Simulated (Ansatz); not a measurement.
**MgCl radical (SMILES [Mg][Cl]): functionals against CCSD(T) at one geometry**

An exercise on one series of results from a longer session: the logs are not shown, and one member is left open.

Method: single points in def2-TZVPP; program: Ansatz 0.2.0, Gaussian basis.

Correlated methods freeze the cores. The outer core shell of Li, Na, Mg and K is correlated. Orbitals are unrestricted.

### Where the work starts

2 atoms, charge 0, spin multiplicity 2.

Atoms are counted from 1 here; the program's logs count them from 0.

Bond lengths: Mg1–Cl2 2.186 Å.

Geometry (Å):

```xyz
2
charge 0, multiplicity 2
Mg    0.8554   -0.4403    0.3951
Cl   -0.9556    0.3618   -0.5287
```

The first run:

Input file run/in.yaml:

```yaml
crystal:
  periodic: [false, false, false]
  atoms:
    - {symbol: Mg, position_ang: [0.855400, -0.440300, 0.395100]}
    - {symbol: Cl, position_ang: [-0.955600, 0.361800, -0.528700]}
basis:
  gaussian: {orbitals: def2-TZVPP}
magnetization: {spin_polarized: true, initial_magnetization: 1}
correlation: {method: ccsd_t}
scf: {omitted_lower_state_checks: [cluster_reference]}
output: {forces: true}
```

No record of the launch command was kept for these runs.

Steps of the session up to this table: CCSD(T)/def2-TZVPP; PBE0-D4/def2-TZVPP; wB97M-V/def2-TZVPP; r2SCAN-D4/def2-TZVPP; PBE-D4/def2-TZVPP; r2SCANh-D4/def2-TZVPP; B97M-V/def2-TZVPP.

One table of the session follows, with a row left open; its other results are not shown here.

```
    method  RMS force component (eV/Å)  dipole (D)
   CCSD(T)                       0.202        3.25
   PBE0-D4                       0.166        3.25
   wB97M-V                       0.212        3.52
 r2SCAN-D4                       0.176        3.27
    PBE-D4                       0.256        3.09
r2SCANh-D4                       0.158        3.31
    B97M-V                           ?           ?
```

Q: Estimate the row for B97M-V from the others.

The run gave: RMS force component (eV/Å): 0.155; dipole (D): 3.36. In the column «RMS force component (eV/Å)» it is the lowest.
